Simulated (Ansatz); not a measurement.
# CH₄ClSi+ (SMILES [SiH2+]CCl): a rigid scan of the bond length Si1–C2

An exercise on one series of results from a longer session: the logs are not shown, and one member is left open.

Computed with Ansatz 0.2.0, Gaussian basis. Level: single points in def2-TZVPP.

Levels: PBE-D4, r2SCAN-D4, PBE0-D4, B3LYP-D4, wB97M-V, Hartree-Fock, MP2, CCSD, CCSD(T). The scan takes 1.502, 1.579, 1.692, 1.824, 1.970, 2.128, 2.296, 2.472, 2.656 Å.

Cores are frozen in the correlated methods. B3LYP uses VWN-RPA correlation.

36 further runs of the same task are left out: 36 set aside as unsound or not needed.

## Where the work starts

SMILES `[SiH2+]CCl`, 7 atoms, charge 1, spin multiplicity 1.

Atoms are counted from 1 here; the program's logs count them from 0.

Bond lengths: Si1–C2 1.887 Å, Si1–H4 1.456 Å, Si1–H5 1.466 Å, C2–Cl3 1.829 Å, C2–H6 1.093 Å, C2–H7 1.093 Å. Angles: C2–Si1–H4 118.7°, C2–Si1–H5 121.1°, H4–Si1–H5 120.2°, Si1–C2–Cl3 103.1°, Si1–C2–H6 114.8°, Si1–C2–H7 114.8°, Cl3–C2–H6 107.8°, Cl3–C2–H7 107.8°, H6–C2–H7 107.9°.

Coordinates:

```xyz
7

Si   -0.7735    0.3181   -0.6649
C     0.6454   -0.0227    0.5322
Cl    0.6258   -1.8452    0.6882
H    -1.5385   -0.8078   -1.1806
H    -1.1071    1.6860   -1.0746
H     0.5148    0.4001    1.5312
H     1.6329    0.2715    0.1686
```

The first run:

relax/in.yaml

```yaml
crystal:
  periodic: [false, false, false]
  atoms:
    - {symbol: Si, position_ang: [-0.773500, 0.318100, -0.664920]}
    - {symbol: C, position_ang: [0.645420, -0.022700, 0.532200]}
    - {symbol: Cl, position_ang: [0.625820, -1.845230, 0.688170]}
    - {symbol: H, position_ang: [-1.538450, -0.807810, -1.180650]}
    - {symbol: H, position_ang: [-1.107060, 1.686020, -1.074610]}
    - {symbol: H, position_ang: [0.514840, 0.400090, 1.531200]}
    - {symbol: H, position_ang: [1.632930, 0.271540, 0.168610]}
basis:
  gaussian: {orbitals: def2-TZVP}
total_charge: 1
hamiltonian: {xc: pbe0, dispersion: d4}
relax: {f_tol: 0.005, max_steps: 200}
```

No record of the launch command was kept for these runs.

Among the steps run: Relaxation at PBE0-D4; The minimum at every level; Si1–C2 = 1.502 Å; Si1–C2 = 1.579 Å; Si1–C2 = 1.692 Å; Si1–C2 = 1.824 Å; Si1–C2 = 1.970 Å; Si1–C2 = 2.128 Å; Si1–C2 = 2.296 Å; Si1–C2 = 2.472 Å; Si1–C2 = 2.656 Å.

One of the session's tables, all rows but one given; the rest of the session is left out.

It belongs to the step «The curves». Energies less that of the minimum at the same level (kcal/mol):

| bond length (Å) | PBE-D4 | PBE0-D4 | B3LYP-D4 | wB97M-V | Hartree-Fock |
| --- | --- | --- | --- | --- | --- |
| 1.502 | 45.4 | 44.2 | 45.0 | 43.9 | 48.8 |
| 1.579 | 23.5 | 22.5 | 23.1 | 22.2 | 25.4 |
| 1.692 | 6.2 | 5.6 | 6.0 | 5.4 | 6.8 |
| 1.824 | 0.1 | 0.0 | 0.0 | 0.0 | 0.1 |
| 1.831 (minimum) | 0.0 | 0.0 | 0.0 | 0.0 | 0.0 |
| 1.970 | ? | ? | ? | ? | ? |
| 2.128 | 10.7 | 12.6 | 11.3 | 13.2 | 12.4 |
| 2.296 | 20.9 | 24.1 | 22.0 | 25.3 | 25.0 |
| 2.472 | 31.4 | 36.2 | 33.1 | 37.9 | 38.7 |
| 2.656 | 41.5 | 47.8 | 43.7 | 50.1 | 52.1 |

Q: Estimate the row for bond length (Å) = 1.970 from the others.

As computed: PBE-D4: 2.7; PBE0-D4: 3.5; B3LYP-D4: 3.0; wB97M-V: 3.7; Hartree-Fock: 3.1.
